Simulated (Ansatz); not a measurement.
A nudged elastic band was laid between two geometries of BClH2 + H2 (6 atoms, charge 0, multiplicity 1).

Level of theory: Ansatz 0.2.0, RKS B3LYP/def2-SVP.

| Property | Result |
| --- | --- |
| movable images | 5 |
| climbing image | yes |
| spring | 5.0 eV/Å² |
| optimiser | quadratic models (default) |
| start path | through a guess of the saddle point |
| force threshold | 0.05 eV/Å |
| iteration limit | 60 |
| end points | relaxed |

First end point:

```xyz
6
Properties=species:S:1:pos:R:3
B -0.015 0.549 0.172
Cl -0.036 1.154 1.812
H 1.050 0.390 -0.360
H -1.066 0.320 -0.361
H 0.111 -2.624 0.426
H 0.074 -2.459 1.168
```

Last end point:

```xyz
6
Properties=species:S:1:pos:R:3
B 0.018 -0.263 -0.358
Cl 0.001 -0.154 2.189
H 1.040 0.364 -0.479
H -1.045 0.288 -0.490
H 0.062 -1.469 -0.353
H 0.042 -1.436 2.348
```

(1) What changes between the two ends?

(2) What energy profile does the band end with?

(3) What is the geometry of the highest image?

(4) What are the harmonic wavenumbers there?

Answers

(1) Bonds broken: B1–Cl2, H5–H6. Bonds formed: B1–H5, Cl2–H6. BClH2 + H2 becomes BH3 + ClH.

(2) The forces met the threshold. The highest image is number 4 of 0 to 6, 104.0 kJ/mol above the first end and 34.3 kJ/mol above the last; the last end lies 69.7 kJ/mol above the first. A vibrational analysis at the climbing image gives one clearly imaginary mode, 721i cm⁻¹: a first-order saddle point. The orbitals stay closed-shell, which can raise the energy where a bond breaks towards radicals; this wasn't checked here.

| image | path coordinate (Å) | energy (kJ/mol) | B1–Cl2 (Å) | H5–H6 (Å) | B1–H5 (Å) |
| --- | --- | --- | --- | --- | --- |
| 0 | 0.00 | 0.0 | 1.75 | 0.76 | 3.19 |
| 1 | 0.62 | 1.9 | 1.75 | 0.76 | 2.65 |
| 2 | 1.23 | 13.1 | 1.77 | 0.76 | 2.11 |
| 3 | 1.85 | 44.4 | 1.86 | 0.80 | 1.56 |
| 4 | 2.46 | 104.0 | 2.16 | 1.15 | 1.27 |
| 5 | 3.17 | 78.0 | 2.60 | 1.87 | 1.21 |
| 6 | 3.89 | 69.7 | 2.55 | 2.70 | 1.21 |

(3) 
```xyz
6
Properties=species:S:1:pos:R:3:forces:R:3
B 0.016 -0.267 0.024 0.00 0.00 0.00
Cl 0.000 0.019 2.161 0.00 0.00 0.00
H 1.072 0.156 -0.347 0.00 0.00 0.00
H -1.059 0.096 -0.355 0.00 0.00 0.00
H 0.052 -1.536 0.148 0.00 0.00 0.00
H 0.036 -1.139 1.225 0.00 0.00 0.00
```

(4) 721i, 524, 727, 788, 1013, 1074, 1139, 1360, 1633, 2262, 2616, 2746 cm⁻¹.

Time of the run: 74 s on 1 thread of Arm Neoverse V2, with other jobs on the host, peak memory 0.095 GiB.
